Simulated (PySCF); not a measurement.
# Property card for `FBCl` (BClFH)

Species: BClFH.
Bonds: F1–B2, B2–Cl3. Hydrogens: H4 on B2.

Structural features include: three-coordinate boron.

**PBE0-D3(BJ)/def2-SVP geometry optimisation, gas phase (PySCF)**

* Point group: Cs
* Rotational constants A, B, C: 61.527, 5.606, 5.138 GHz

**PBE0/def2-SVPD ground state, ΔSCF and vertical TDDFT (core frozen in the response) (PySCF)**

- Dipole moment: 0.74 D
- HOMO energy: -9.59 eV
- LUMO energy: -1.23 eV
- HOMO–LUMO gap: 8.36 eV
- Lowest singlet excitation: 6.58 eV (188 nm, f = 0.003)
- Strongest line among the 10 lowest singlet transitions: S6 at 9.64 eV (129 nm, f = 0.105)
- Lowest triplet excitation (Tamm–Dancoff): 6.14 eV
- Static isotropic polarisability: 29.1 au
- Vertical ionisation energy: 12.34 eV
- Electronic spatial extent ⟨r²⟩ about the centre of nuclear charge: 228 bohr²

**PBE0/pcSseg-1 ground state and GIAO shieldings, non-relativistic (PySCF)**

- Lowest Hirshfeld atomic charge: -0.12 e on F1
- Highest Hirshfeld atomic charge: +0.23 e on B2
- 1H chemical shifts (computed TMS as zero) by class: 5.39 (H4) ppm
- Isotropic shieldings of nuclei other than C and H, by class: 59 (B2), 174 (F1), 725 (Cl3) ppm
- Mayer bond orders between heavy atoms: F1–B2 1.16, B2–Cl3 1.14

delta-SCF UKS SCAN, pcX-2 on the ionised atom, pcseg-1 elsewhere, spin-free X2C; 2p3/2 from a spin–orbit splitting computed afterwards within the 2p shell (PySCF):

- Core binding energies: B1s 199.7 (B2), Cl2p3/2 207.0 (Cl3), F1s 694.1 (F1), Cl1s 2829.6 (Cl3) eV

Monoisotopic mass (most abundant isotopes): 65.9844 u.

The largest Löwdin shares of the HOMO are 0.77 on Cl3, 0.14 on B2 and 0.07 on H4. The principal polarisabilities are 23.8, 27.6 and 35.8 au; their mean is the isotropic value. The ΔSCF ionisation energy exceeds −ε(HOMO) by 2.75 eV with PBE0. With B = h/(8π²I), that is 505.379 GHz u Å² over I, the principal moments of inertia are 8.2, 90.1 and 98.4 u Å² (most abundant isotopes); the inertial defect Ic − Ia − Ib is 0.1 u Å² (zero for a rigid planar frame, negative otherwise). S1 lies 1.78 eV below the HOMO–LUMO gap; its leading configuration is HOMO→LUMO, weight 1.00. No computed singlet falls in the visible range (750 to 380 nm, 1.65 to 3.26 eV); S1 lies 3.32 eV above its blue end.

